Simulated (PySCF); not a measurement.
Predicted microwave data (PySCF, PBE0-D3(BJ)/def2-SVP geometry optimisation, gas phase) for one isomer of C3H4:

| Quantity | Value |
| --- | --- |
| Rotational constants | A = 142869, B = 8870, C = 8870 MHz |
| Dipole components | \|μa\| = 0.00 D, \|μb\| = 0.00 D, \|μc\| = 0.00 D |
| Inertial defect | -3.54 u·Å² |
| κ | -1.00 |

**Question.** Which structure is it? (One computed conformer of each.)
A. `C#CC`
B. `C=C=C`
C. `C1=CC1`

**Answer.** B. It is C=C=C, a prolate symmetric top, point group D2d. The candidates at the same level (rigid rotor, commonest isotopes):

```json
{"SMILES": "C1=CC1", "A (MHz)": "29930", "B (MHz)": "22066", "C (MHz)": "13889", "μa (D)": "0.53", "μb (D)": "0.00", "μc (D)": "0.00", "Δ (u·Å²)": "-3.40", "point group": "C2v", "rotor": "asymmetric top"}
{"SMILES": "C#CC", "A (MHz)": "158305", "B (MHz)": "8543", "C (MHz)": "8542", "μa (D)": "0.79", "μb (D)": "0.00", "μc (D)": "0.00", "Δ (u·Å²)": "-3.19", "point group": "C3v", "rotor": "prolate symmetric top"}
{"SMILES": "C=C=C", "A (MHz)": "142869", "B (MHz)": "8870", "C (MHz)": "8870", "μa (D)": "0.00", "μb (D)": "0.00", "μc (D)": "0.00", "Δ (u·Å²)": "-3.54", "point group": "D2d", "rotor": "prolate symmetric top"}
```

`C1=CC1` has B 149 % too high; `C#CC` has A 11 % too high. No structure here is proved a minimum.
